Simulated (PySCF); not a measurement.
Results of a calculation; reference values are marked as such.
## Si2H5O

The system: Si2H5O, a small molecule (built as: Si site whose three back bonds go to OSiH3, H, H); neutral, doublet. The structure, one conformer, was relaxed in the gas phase by PBE0-D3(BJ)/def2-SVP. No frequency run checks that it is a minimum.

SMILES: [SiH2]O[SiH3]

```
atom   x (Å)   y (Å)   z (Å)
 Si1   1.792  -0.743  -0.237
  O2   0.168  -0.490  -0.095
 Si3  -1.325   0.193   0.092
  H4   2.480  -0.383   1.047
  H5   2.345   0.083  -1.362
  H6  -2.060   0.153  -1.205
  H7  -2.092  -0.572   1.118
  H8  -1.188   1.613   0.537
```

EPR values by unrestricted B3LYP, IGLO-III on O Si, pcH-1 on H.

Predict g and the largest hyperfine couplings. Where does the spin sit?

g = 2.0011, 2.0021, 2.0039. The spin sits on Si1 (86 %, bonded to 1 O + 2 H) by Mulliken populations.
| atom | isotope | isotropic (MHz) | dipolar, principal values (MHz) |
| --- | --- | --- | --- |
| Si1 | 29Si | -675.2 | -149.9, 74.7, 75.2 |
| H4 | 1H | 106.0 | -8.1, 0.2, 7.9 |
| H5 | 1H | 106.0 | -8.1, 0.2, 7.9 |
| O2 | 17O | -47.8 | -21.7, 10.3, 11.4 |
| Si3 | 29Si | -13.8 | -3.7, 1.7, 2.0 |
| H8 | 1H | 7.8 | -1.2, -0.9, 2.1 |

How do the isotropic couplings move with BHandHLYP?

Si1 -675.2 to -705.8 MHz, H4 106.0 to 108.2 MHz, H5 106.0 to 108.2 MHz, O2 -47.8 to -51.0 MHz.
